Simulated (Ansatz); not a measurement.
C6H10 can be A, `C#CC(C)(C)C`, or B, `CC1C=CCC1`.

Program: Ansatz. Geometries: PBE0-D4/def2-TZVP. ΔE: electronic, gas phase. CCSD(T)/CBS adds triple-zeta CCSD(T) − MP2 to the extrapolated MP2 energy (def2 sets, frozen cores). Functionals use def2-TZVPP. B3LYP here is the variant with VWN-RPA as its local correlation; programs differ in this.

Question: Which is lower in electronic energy at CCSD(T)/CBS, and by how much? (Best estimate.)

Answer: Computed: B, by 26.0 kcal/mol.

Question: Give E(B) − E(A) in kcal/mol with B2PLYP, B3LYP, MP2/def2-TZVPP, HF/def2-TZVPP, CCSD(T)/def2-SVP, ωB97M-V, r2SCAN-D4. (Best estimate.)

Answer: The calculation gave: B2PLYP -24.9, B3LYP -25.8, MP2/def2-TZVPP -24.7, HF/def2-TZVPP -25.1, CCSD(T)/def2-SVP -27.2, ωB97M-V -27.6, r2SCAN-D4 -28.7. None reverses the order clearly.

Question: Does the order hold for the free energy at 298.15 K (harmonic terms from PBE0-D4)? (An estimate is asked.)

Answer: The calculation gave: Yes: G(B) − G(A) = -23.2 kcal/mol.

Largest T1 diagnostic: 0.010.

From r2SCAN to r2SCAN0 (25 % exact exchange), in def2-TZVPP and without D4, E(B) − E(A) moves by −1.9 kcal/mol. At CCSD(T), def2-SVP lies −1.2 kcal/mol from the extrapolated value and def2-TZVPP −0.0 kcal/mol.
